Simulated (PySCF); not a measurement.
## Gas-phase XPS of 3-methyl-1-butanol, computed

Compound: 3-methyl-1-butanol, C5H12O.
Atom-mapped SMILES: `[CH3:1][CH:2]([CH3:3])[CH2:4][CH2:5][OH:6]`

Level of theory: delta-SCF UKS SCAN, pcX-2 on the ionised atom, pcseg-1 elsewhere, spin-free X2C in PySCF. These are vertical core ionisation energies against the vacuum level, from separate self-consistent calculations with and without the core hole.

Task: What binding energy does each computed site have?

Result: 
| atom(s) | environment | level | binding energy (eV) | above the level's lowest (eV) | count |
| --- | --- | --- | --- | --- | --- |
| C1/C3 | methyl carbon | C 1s | 290.51 | +0.08 | 2 |
| C2 | sp3 CH carbon | C 1s | 290.66 | +0.23 | 1 |
| C4 | chain CH2 carbon | C 1s | 290.43 | 0.00 | 1 |
| C5 | carbinol carbon (C–OH) | C 1s | 291.97 | +1.54 | 1 |
| O6 | alcohol oxygen | O 1s | 538.63 | 0.00 | 1 |

The listed C 1s values span 1.54 eV, from C4 (bonded to 2 C and 2 H) to C5 (bonded to O, C and 2 H). The widest gap between neighbouring values is 1.31 eV, between 290.66 and 291.97 eV. Summing the Pauling electronegativity differences to the bonded atoms, each weighted by its formal bond order, gives -0.70 for the lowest site and +0.19 for the highest; no listed site has a larger sum than the highest. The smallest sum, -1.05, belongs to C1/C3, 0.08 eV above the lowest.

Task: Give the binding energy of O 1s of O6 in hartree and in kJ/mol.

Result: 538.63 eV = 19.7943 Eh = 51970 kJ/mol.

Topologically equivalent atoms share the value of their first member; where this conformer doesn't relate them by symmetry, their own values could differ. One conformer (not necessarily the lowest) at the PBE0-D3(BJ)/def2-SVP geometry, without solvent, vibrations or thermal averaging.

Conformer computed: `[CH3:1][CH:2]([CH3:3])[CH2:4][CH2:5][OH:6]`: C1–C2–C4–C5 173°, C2–C4–C5–O6 180°, H–O6–C5–C4 59°.
